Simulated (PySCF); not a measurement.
How methods differ on the ionisation energy of C

C [He] 2s2 2p2 (3P) → C⁺ [He] 2s2 2p1 (2P), as a difference of total energies. Computed with PySCF 2.14 in aug-cc-pVDZ-DK, with scalar relativity by spin-free X2C-1e. Correlated levels: valence: 1s2 frozen. The calculations carry no spin-orbit coupling.

```json
{"method": "UHF", "ionisation energy (eV)": "10.812", "error (eV)": "-0.450"}
{"method": "LDA", "ionisation energy (eV)": "11.696", "error (eV)": "+0.434"}
{"method": "PBE", "ionisation energy (eV)": "11.561", "error (eV)": "+0.299"}
{"method": "PBE0", "ionisation energy (eV)": "11.533", "error (eV)": "+0.271"}
{"method": "r2SCAN", "ionisation energy (eV)": "11.690", "error (eV)": "+0.428"}
{"method": "B3LYP", "ionisation energy (eV)": "11.564", "error (eV)": "+0.302"}
{"method": "wB97X-V", "ionisation energy (eV)": "11.368", "error (eV)": "+0.106"}
{"method": "M06", "ionisation energy (eV)": "11.380", "error (eV)": "+0.118"}
{"method": "r2SCAN0", "ionisation energy (eV)": "11.630", "error (eV)": "+0.368"}
{"method": "MP2 (valence)", "ionisation energy (eV)": "11.140", "error (eV)": "-0.122"}
{"method": "SCS-MP2 (valence)", "ionisation energy (eV)": "11.032", "error (eV)": "-0.230"}
```

Reference: 11.262 eV (measured; NIST levels, between the centres of gravity of the two terms).

Errors of the correlated levels include the incompleteness of this basis and the frozen core.
